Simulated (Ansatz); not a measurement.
# CH₂BSi radical: an energy map over bond length B1–H5 and angle H5–B1–H4

Aim: map the energy of CH2BSi, SMILES BC#[Si], spin multiplicity 2 over two coordinates, and find its wells, ridges and stiffness.

Computed with Ansatz 0.2.0. Level: UKS PBE0-D4/def2-TZVP.

## (1) The starting structure

SMILES `BC#[Si]`, 5 atoms, charge 0, spin multiplicity 2.

Atoms are counted from 1 here; the program's logs count them from 0.

Bond lengths: B1–C2 1.456 Å, B1–H4 1.225 Å, B1–H5 1.225 Å, C2–Si3 1.733 Å. Angles: C2–B1–H4 121.4°, C2–B1–H5 121.3°, H4–B1–H5 117.3°, B1–C2–Si3 179.8°.

Coordinates:

```
atom     x (Å)     y (Å)     z (Å)
  B1   0.47862  -0.37510  -0.29085
  C2  -0.55691   0.43261   0.33748
 Si3  -1.78694   1.39846   1.08501
  H4   0.20789  -1.41220  -0.88408
  H5   1.65735  -0.04377  -0.24755
```

This geometry comes from a loose relaxation at PBE in a small basis, which is not shown.

## (3) The grid

The axes are (1) bond length B1–H5: 15 values from 1.009 to 1.561 Å; (2) angle H5–B1–H4: 15 values from 74.0 to 164.0 °.

Nothing else is relaxed (all other coordinates rigid). Energies count from the relaxed molecule at the same level.

(The set-up runs are not shown.)

## (4) Point bond length B1–H5 = 1.009 Å, angle H5–B1–H4 = 106.2°

File input.yaml:

```yaml
crystal:
  periodic: [false, false, false]
  atoms:
    - { symbol: B, position_ang: [0.481728, -0.376351, -0.29224] }
    - { symbol: C, position_ang: [-0.54992, 0.429302, 0.333673] }
    - { symbol: Si, position_ang: [-1.76199, 1.376415, 1.068833] }
    - { symbol: H, position_ang: [0.196915, -1.390537, -0.869198] }
    - { symbol: H, position_ang: [1.483365, -0.281161, -0.368012] }
magnetization:
  spin_polarized: true
  initial_magnetization: 1
basis:
  gaussian: { orbitals: def2-TZVP }
hamiltonian:
  xc: pbe0
  dispersion: d4
output:
  forces: true
```

Command:

```console
$ ansatz run input.yaml --threads 1 --pin off --max-ram 2560MiB --backend cpu --events-out ev --progress --plain --runs-dir out
```

Further runs follow: the other points that were computed.

What does the calculation give? Wanted: lowest point; highest computed point; largest force on an atom; dipole moment.

The runs gave:

| quantity | value |
| --- | --- |
| lowest point | bond length B1–H5 = 1.206 Å, angle H5–B1–H4 = 119.0°, 0 kJ/mol |
| highest computed point | bond length B1–H5 = 1.561 Å, angle H5–B1–H4 = 74.0°, 168 kJ/mol above the lowest |
| largest force on an atom (eV/Å) | 0.1 at bond length B1–H5 = 1.206 Å, angle H5–B1–H4 = 119.0° to 8.6 at bond length B1–H5 = 1.009 Å, angle H5–B1–H4 = 164.0°; 0.1 at the lowest point |
| dipole moment (D) | 0.26 at bond length B1–H5 = 1.561 Å, angle H5–B1–H4 = 164.0° to 1.67 at bond length B1–H5 = 1.561 Å, angle H5–B1–H4 = 112.6°; 1.35 at the lowest point |
| time for the whole task | 10 min on 1 thread, shared host |

In words: The lowest computed point is at bond length B1–H5 = 1.206 Å, angle H5–B1–H4 = 119.0°, 0 kJ/mol from the relaxed molecule at the same level. The grid is coarse, so the lowest point of the scanned range may lie between grid points; coordinates that were held can hide deeper minima. The grid shows no other well, apart from its symmetry copies. The highest computed point, bond length B1–H5 = 1.561 Å, angle H5–B1–H4 = 74.0°, lies 168 kJ/mol above the lowest. Round the minimum the two coordinates are nearly uncoupled.
